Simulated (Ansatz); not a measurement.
Ansatz (an electronic-structure program) input (HF/6-31G*):

Ansatz 0.2 input:
```yaml
crystal:
  periodic: [false, false, false]
  atoms:
    - {symbol: Si, position_ang: [0.01182877, 0.02168656, 1.21914395]}
    - {symbol: Si, position_ang: [-0.00967220, 0.04927870, -1.12568920]}
    - {symbol: H, position_ang: [-1.20095021, -0.57906751, 1.81457426]}
    - {symbol: H, position_ang: [1.21311414, -0.62260341, 1.79192617]}
    - {symbol: H, position_ang: [-0.03962074, -1.31314413, -1.69895630]}
    - {symbol: H, position_ang: [-1.20241002, 0.78231063, -1.59668749]}
    - {symbol: H, position_ang: [1.19967480, 0.73899077, -1.61922319]}
basis:
  gaussian:
    orbitals: 6-31G*
hamiltonian:
  xc: {name: HF}
magnetization: {spin_polarized: true, initial_magnetization: 1}
phonons: {temperatures: {t_min: 298.15, t_max: 298.15, t_step: 100}}
```

Output:

```
Functional definition: HF
integrals: 0.01 GiB planned
515 factors; integrals over basis functions are off by at most 7.2e-4 eV
mean field: 0.13 GiB planned
mean field evaluation 1: about -15800.3067 eV, gradient 8.7e0 eV
mean field evaluation 2: about -15800.3469 eV, gradient 8.8e0 eV
mean field evaluation 4: about -15801.3887 eV, gradient 6.1e-1 eV
mean field evaluation 8: about -15801.3984 eV, gradient 1.1e-1 eV
mean field -15801.39885362 eV, -580.6906972976 hartree, gradient 1.7e-5 eV, S^2 0.756850; 0 other end points of the search recorded, 0 dependent functions left out
the calculation of the forces begins
reference -15801.39885362 eV, -580.6906972976 hartree; 17, 16 occupied and 31, 32 virtual orbitals, 515 factors
these checks for a lower state are left out or cut short: stability, starts, cluster_reference, orbital_swaps, neighbouring_geometries, increment
integrals: 0.01 GiB planned
515 factors; integrals over basis functions are off by at most 7.2e-4 eV
mean field: 0.13 GiB planned
mean field evaluation 16: about -15801.3428 eV, gradient 1.7e-1 eV
mean field -15801.39882265 eV, -580.6906961595 hartree, gradient 1.5e-6 eV, S^2 0.756821; 0 other end points of the search recorded, 0 dependent functions left out
the calculation of the forces begins
reference -15801.39882265 eV, -580.6906961595 hartree; 17, 16 occupied and 31, 32 virtual orbitals, 515 factors
these checks for a lower state are left out or cut short: stability, starts, cluster_reference, orbital_swaps, neighbouring_geometries, increment
integrals: 0.01 GiB planned
515 factors; integrals over basis functions are off by at most 7.2e-4 eV
mean field: 0.13 GiB planned
mean field -15801.39881094 eV, -580.6906957293 hartree, gradient 1.9e-6 eV, S^2 0.756879; 0 other end points of the search recorded, 0 dependent functions left out
the calculation of the forces begins
reference -15801.39881094 eV, -580.6906957293 hartree; 17, 16 occupied and 31, 32 virtual orbitals, 515 factors
these checks for a lower state are left out or cut short: stability, starts, cluster_reference, orbital_swaps, neighbouring_geometries, increment
integrals: 0.01 GiB planned
515 factors; integrals over basis functions are off by at most 7.2e-4 eV
mean field: 0.13 GiB planned
mean field evaluation 32: about -15801.3988 eV, gradient 2.4e-5 eV
mean field -15801.39877235 eV, -580.6906943113 hartree, gradient 2.4e-6 eV, S^2 0.756836; 0 other end points of the search recorded, 0 dependent functions left out
the calculation of the forces begins
reference -15801.39877235 eV, -580.6906943113 hartree; 17, 16 occupied and 31, 32 virtual orbitals, 515 factors
these checks for a lower state are left out or cut short: stability, starts, cluster_reference, orbital_swaps, neighbouring_geometries, increment
integrals: 0.01 GiB planned
515 factors; integrals over basis functions are off by at most 7.2e-4 eV
mean field: 0.13 GiB planned
mean field -15801.39877724 eV, -580.6906944906 hartree, gradient 2.3e-6 eV, S^2 0.756864; 0 other end points of the search recorded, 0 dependent functions left out
the calculation of the forces begins
reference -15801.39877724 eV, -580.6906944906 hartree; 17, 16 occupied and 31, 32 virtual orbitals, 515 factors
these checks for a lower state are left out or cut short: stability, starts, cluster_reference, orbital_swaps, neighbouring_geometries, increment
integrals: 0.01 GiB planned
515 factors; integrals over basis functions are off by at most 7.2e-4 eV
mean field: 0.13 GiB planned
mean field -15801.39876089 eV, -580.6906938901 hartree, gradient 9.7e-7 eV, S^2 0.756866; 0 other end points of the search recorded, 0 dependent functions left out
the calculation of the forces begins
reference -15801.39876089 eV, -580.6906938901 hartree; 17, 16 occupied and 31, 32 virtual orbitals, 515 factors
these checks for a lower state are left out or cut short: stability, starts, cluster_reference, orbital_swaps, neighbouring_geometries, increment
integrals: 0.01 GiB planned
515 factors; integrals over basis functions are off by at most 7.2e-4 eV
mean field: 0.13 GiB planned
mean field -15801.39875260 eV, -580.6906935855 hartree, gradient 2.0e-6 eV, S^2 0.756834; 0 other end points of the search recorded, 0 dependent functions left out
the calculation of the forces begins
reference -15801.39875260 eV, -580.6906935855 hartree; 17, 16 occupied and 31, 32 virtual orbitals, 515 factors
these checks for a lower state are left out or cut short: stability, starts, cluster_reference, orbital_swaps, neighbouring_geometries, increment
integrals: 0.01 GiB planned
515 factors; integrals over basis functions are off by at most 7.2e-4 eV
mean field: 0.13 GiB planned
mean field -15801.39876851 eV, -580.6906941699 hartree, gradient 1.9e-6 eV, S^2 0.756856; 0 other end points of the search recorded, 0 dependent functions left out
[...]
mean field -15801.39884470 eV, -580.6906969701 hartree, gradient 2.8e-6 eV, S^2 0.756840; 0 other end points of the search recorded, 0 dependent functions left out
the calculation of the forces begins
reference -15801.39884470 eV, -580.6906969701 hartree; 17, 16 occupied and 31, 32 virtual orbitals, 515 factors
these checks for a lower state are left out or cut short: stability, starts, cluster_reference, orbital_swaps, neighbouring_geometries, increment
integrals: 0.01 GiB planned
515 factors; integrals over basis functions are off by at most 7.2e-4 eV
mean field: 0.13 GiB planned
mean field evaluation 96: about -15801.3988 eV, gradient 2.6e-6 eV
mean field -15801.39883934 eV, -580.6906967728 hartree, gradient 2.6e-6 eV, S^2 0.756857; 0 other end points of the search recorded, 0 dependent functions left out
the calculation of the forces begins
reference -15801.39883934 eV, -580.6906967728 hartree; 17, 16 occupied and 31, 32 virtual orbitals, 515 factors
these checks for a lower state are left out or cut short: stability, starts, cluster_reference, orbital_swaps, neighbouring_geometries, increment
integrals: 0.01 GiB planned
515 factors; integrals over basis functions are off by at most 7.2e-4 eV
mean field: 0.13 GiB planned
mean field -15801.39883812 eV, -580.6906967280 hartree, gradient 2.5e-6 eV, S^2 0.756842; 0 other end points of the search recorded, 0 dependent functions left out
the calculation of the forces begins
reference -15801.39883812 eV, -580.6906967280 hartree; 17, 16 occupied and 31, 32 virtual orbitals, 515 factors
these checks for a lower state are left out or cut short: stability, starts, cluster_reference, orbital_swaps, neighbouring_geometries, increment
integrals: 0.01 GiB planned
515 factors; integrals over basis functions are off by at most 7.2e-4 eV
mean field: 0.13 GiB planned
mean field -15801.39879488 eV, -580.6906951390 hartree, gradient 2.3e-6 eV, S^2 0.756847; 0 other end points of the search recorded, 0 dependent functions left out
the calculation of the forces begins
reference -15801.39879488 eV, -580.6906951390 hartree; 17, 16 occupied and 31, 32 virtual orbitals, 515 factors
these checks for a lower state are left out or cut short: stability, starts, cluster_reference, orbital_swaps, neighbouring_geometries, increment
integrals: 0.01 GiB planned
515 factors; integrals over basis functions are off by at most 7.2e-4 eV
mean field: 0.13 GiB planned
mean field -15801.39880382 eV, -580.6906954675 hartree, gradient 1.9e-6 eV, S^2 0.756852; 0 other end points of the search recorded, 0 dependent functions left out
the calculation of the forces begins
reference -15801.39880382 eV, -580.6906954675 hartree; 17, 16 occupied and 31, 32 virtual orbitals, 515 factors
these checks for a lower state are left out or cut short: stability, starts, cluster_reference, orbital_swaps, neighbouring_geometries, increment
integrals: 0.01 GiB planned
515 factors; integrals over basis functions are off by at most 7.2e-4 eV
mean field: 0.13 GiB planned
mean field -15801.39884274 eV, -580.6906968980 hartree, gradient 1.3e-6 eV, S^2 0.756850; 0 other end points of the search recorded, 0 dependent functions left out
the calculation of the forces begins
reference -15801.39884274 eV, -580.6906968980 hartree; 17, 16 occupied and 31, 32 virtual orbitals, 515 factors
these checks for a lower state are left out or cut short: stability, starts, cluster_reference, orbital_swaps, neighbouring_geometries, increment
integrals: 0.01 GiB planned
515 factors; integrals over basis functions are off by at most 7.2e-4 eV
mean field: 0.13 GiB planned
mean field evaluation 128: about -15801.3988 eV, gradient 1.4e-6 eV
mean field -15801.39884276 eV, -580.6906968985 hartree, gradient 1.4e-6 eV, S^2 0.756849; 0 other end points of the search recorded, 0 dependent functions left out
the calculation of the forces begins
reference -15801.39884276 eV, -580.6906968985 hartree; 17, 16 occupied and 31, 32 virtual orbitals, 515 factors
these checks for a lower state are left out or cut short: stability, starts, cluster_reference, orbital_swaps, neighbouring_geometries, increment
integrals: 0.01 GiB planned
515 factors; integrals over basis functions are off by at most 7.2e-4 eV
mean field: 0.13 GiB planned
mean field -15801.39880853 eV, -580.6906956407 hartree, gradient 1.7e-6 eV, S^2 0.756849; 0 other end points of the search recorded, 0 dependent functions left out
the calculation of the forces begins
reference -15801.39880853 eV, -580.6906956407 hartree; 17, 16 occupied and 31, 32 virtual orbitals, 515 factors
these checks for a lower state are left out or cut short: stability, starts, cluster_reference, orbital_swaps, neighbouring_geometries, increment
integrals: 0.01 GiB planned
515 factors; integrals over basis functions are off by at most 7.2e-4 eV
mean field: 0.13 GiB planned
mean field -15801.39881149 eV, -580.6906957496 hartree, gradient 1.5e-6 eV, S^2 0.756850; 0 other end points of the search recorded, 0 dependent functions left out
the calculation of the forces begins
reference -15801.39881149 eV, -580.6906957496 hartree; 17, 16 occupied and 31, 32 virtual orbitals, 515 factors
these checks for a lower state are left out or cut short: stability, starts, cluster_reference, orbital_swaps, neighbouring_geometries, increment
integrals: 0.01 GiB planned
515 factors; integrals over basis functions are off by at most 7.2e-4 eV
mean field: 0.13 GiB planned
mean field -15801.39883321 eV, -580.6906965475 hartree, gradient 1.3e-6 eV, S^2 0.756848; 0 other end points of the search recorded, 0 dependent functions left out
the calculation of the forces begins
reference -15801.39883321 eV, -580.6906965475 hartree; 17, 16 occupied and 31, 32 virtual orbitals, 515 factors
these checks for a lower state are left out or cut short: stability, starts, cluster_reference, orbital_swaps, neighbouring_geometries, increment
integrals: 0.01 GiB planned
515 factors; integrals over basis functions are off by at most 7.2e-4 eV
mean field: 0.13 GiB planned
mean field -15801.39883207 eV, -580.6906965056 hartree, gradient 1.3e-6 eV, S^2 0.756851; 0 other end points of the search recorded, 0 dependent functions left out
the calculation of the forces begins
reference -15801.39883207 eV, -580.6906965056 hartree; 17, 16 occupied and 31, 32 virtual orbitals, 515 factors
these checks for a lower state are left out or cut short: stability, starts, cluster_reference, orbital_swaps, neighbouring_geometries, increment
integrals: 0.01 GiB planned
515 factors; integrals over basis functions are off by at most 7.2e-4 eV
mean field: 0.13 GiB planned
mean field -15801.39883906 eV, -580.6906967626 hartree, gradient 1.2e-6 eV, S^2 0.756848; 0 other end points of the search recorded, 0 dependent functions left out
the calculation of the forces begins
reference -15801.39883906 eV, -580.6906967626 hartree; 17, 16 occupied and 31, 32 virtual orbitals, 515 factors
these checks for a lower state are left out or cut short: stability, starts, cluster_reference, orbital_swaps, neighbouring_geometries, increment
integrals: 0.01 GiB planned
515 factors; integrals over basis functions are off by at most 7.2e-4 eV
mean field: 0.13 GiB planned
mean field evaluation 160: about -15801.3428 eV, gradient 1.6e-1 eV
mean field -15801.39884333 eV, -580.6906969196 hartree, gradient 1.3e-6 eV, S^2 0.756851; 0 other end points of the search recorded, 0 dependent functions left out
the calculation of the forces begins
reference -15801.39884333 eV, -580.6906969196 hartree; 17, 16 occupied and 31, 32 virtual orbitals, 515 factors
Total energy: -15801.39885362 eV, -580.6906972976 hartree
Atom 0 at     0.011829     0.021687     1.219144 Å, force     0.000030     0.002359    -0.001318 eV/Å
Atom 1 at    -0.009672     0.049279    -1.125689 Å, force     0.000053     0.001586     0.002587 eV/Å
Atom 2 at    -1.200950    -0.579068     1.814574 Å, force    -0.001302    -0.001308     0.000249 eV/Å
Atom 3 at     1.213114    -0.622603     1.791926 Å, force     0.001259    -0.001354     0.000225 eV/Å
Atom 4 at    -0.039621    -1.313144    -1.698956 Å, force    -0.000031    -0.001720    -0.000013 eV/Å
Atom 5 at    -1.202410     0.782311    -1.596687 Å, force    -0.000553     0.000228    -0.000860 eV/Å
Atom 6 at     1.199675     0.738991    -1.619223 Å, force     0.000544     0.000208    -0.000870 eV/Å
Dipole moment:     0.000291     0.022434    -0.012129 e Å
Vibrations: 127.04 428.04 464.20 471.62 674.58 696.32 968.33 1021.78 1033.55 1035.37 2348.85 2361.55 2361.71 2373.40 2374.09 cm⁻¹, zero-point energy 1.161759 eV
```

The blocks after the first are displaced geometries, from whose forces the wavenumbers follow.
